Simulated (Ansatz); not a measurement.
**AlFHO radical (SMILES [O][AlH][F]): one structure at several levels**

The task here is to estimate one member of a computed series from the others.

Computed with Ansatz 0.2.0, Gaussian basis. Level: single points in def2-TZVPP.

Cores are frozen in the correlated methods. Orbitals are unrestricted.

## The system as given

SMILES `[O][AlH][F]`, 4 atoms, charge 0, spin multiplicity 2.

Atoms are counted from 1 here; the program's logs count them from 0.

Bond lengths: O1–Al2 1.651 Å, Al2–F3 1.711 Å, Al2–H4 1.593 Å. Angles: O1–Al2–F3 142.0°, O1–Al2–H4 116.4°, F3–Al2–H4 101.6°.

As a file:

```xyz
4
AlFHO
O     0.0066   -1.0525    1.4061
Al   -0.0701   -0.1131    0.0501
F    -1.0293    0.1753   -1.3366
H     1.1054    0.9435   -0.1472
```

Set-up of the first run:

Input file run/in.yaml:

```yaml
crystal:
  periodic: [false, false, false]
  atoms:
    - {symbol: O, position_ang: [0.006600, -1.052500, 1.406100]}
    - {symbol: Al, position_ang: [-0.070100, -0.113100, 0.050100]}
    - {symbol: F, position_ang: [-1.029300, 0.175300, -1.336600]}
    - {symbol: H, position_ang: [1.105400, 0.943500, -0.147200]}
basis:
  gaussian: {orbitals: def2-TZVPP}
magnetization: {spin_polarized: true, initial_magnetization: 1}
correlation: {method: ccsd_t}
scf: {omitted_lower_state_checks: [cluster_reference]}
output: {forces: true}
```

The run is started by

```sh
$ ansatz run in.yaml --threads 4 --pin off --events-out ev --progress --plain --max-ram 5222MiB
```

Steps of the session up to this table: CCSD(T)/def2-TZVPP; PBE0-D4/def2-TZVPP; wB97M-V/def2-TZVPP; r2SCAN-D4/def2-TZVPP; PBE-D4/def2-TZVPP; LC-wPBE/def2-TZVPP; CAM-B3LYP-D4/def2-TZVPP.

One of the session's tables, all rows but one given; the rest of the session is left out.

| method | RMS force component (eV/Å) | angle to CCSD(T) forces (°) | dipole (D) |
| --- | --- | --- | --- |
| CCSD(T) | 1.626 | reference | 0.78 |
| PBE0-D4 | 1.464 | 3.8 | 0.55 |
| wB97M-V | 1.541 | 1.9 | 0.68 |
| r2SCAN-D4 | 1.383 | 6.0 | 0.34 |
| PBE-D4 | ? | ? | ? |
| LC-wPBE | 1.548 | 1.8 | 0.74 |
| CAM-B3LYP-D4 | 1.502 | 4.0 | 0.62 |

Estimate the missing values for PBE-D4.

**Answer.** RMS force component (eV/Å): 1.162; angle to CCSD(T) forces (°): 10.5; dipole (D): 0.29. In the column «RMS force component (eV/Å)» it is the lowest.

To keep in mind: CCSD(T) in triple zeta still lacks some correlation energy of the bonds, so part of these gaps is its own basis error and they don't rank the functionals.
